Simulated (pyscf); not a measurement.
`[BH2][CH3]` + `[NH3]` → `[CH3][BH][NH2]` + `[H][H]` (four-centre exchange; singlet surface; B–H, H–N broken, B–N, H–H formed). PySCF, gas phase, ωB97X-D3(BJ)/def2-SVP geometries. Energies in kJ/mol from the separated reactants.

```json
[
 {"level": "ωB97X-D3(BJ)/def2-TZVP", "barrier": "45.1", "reaction energy": "-124.6"},
 {"level": "PBE/def2-TZVP", "barrier": "17.7", "reaction energy": "-130.6"},
 {"level": "r²SCAN/def2-TZVP", "barrier": "[?]", "reaction energy": "-131.7"},
 {"level": "B3LYP-D3(BJ)/def2-TZVP", "barrier": "46.3", "reaction energy": "-129.0"},
 {"level": "M06-2X/def2-TZVP", "barrier": "[?]", "reaction energy": "[?]"},
 {"level": "ωB97M-D3(BJ)/def2-TZVP", "barrier": "42.7", "reaction energy": "-126.6"}
]
```

### Question
Complete the blanks.

### Answer

- r²SCAN/def2-TZVP, barrier: 27.1
- M06-2X/def2-TZVP, barrier: 41.5
- M06-2X/def2-TZVP, reaction energy: -132.8

The functionals in the table span 28.6 kJ/mol in this barrier, from PBE to B3LYP-D3(BJ). On the reactant side the descent ends in an adduct with a B–N contact, 111.6 kJ/mol under the separated species and 156.7 kJ/mol under the saddle at ωB97X-D3(BJ)/def2-TZVP. What is counted as formed (B–N) is already present as a longer contact in the reactant adduct; forming that adduct is a step of its own. At the saddle there is also a short B–H contact that neither side keeps. One saddle was located; it need not be the lowest between these sides.
